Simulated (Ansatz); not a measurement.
Ansatz (a quantum-chemistry and plane-wave program) input:

Ansatz 0.2 input:
```yaml
crystal:
  periodic: [false, false, false]
  atoms:
    - {symbol: Si, position_ang: [-0.00000000, -0.00000000, -0.57233761]}
    - {symbol: O, position_ang: [0.00000000, 0.00000000, 1.00159081]}
basis:
  gaussian:
    orbitals: def2-TZVP
hamiltonian:
  xc: b3lyp
  dispersion: d3bj
magnetization: {spin_polarized: true, initial_magnetization: 2}
phonons: {temperatures: {t_min: 298.15, t_max: 298.15, t_step: 100}}
```

What final total energy does it print?

-364.63956 Eh (B3LYP-D3(BJ)/def2-TZVP). The basis has 68 functions.

This is an excited triplet: at this geometry the singlet lies 4.23 eV lower at wB97M-V/def2-TZVPD.
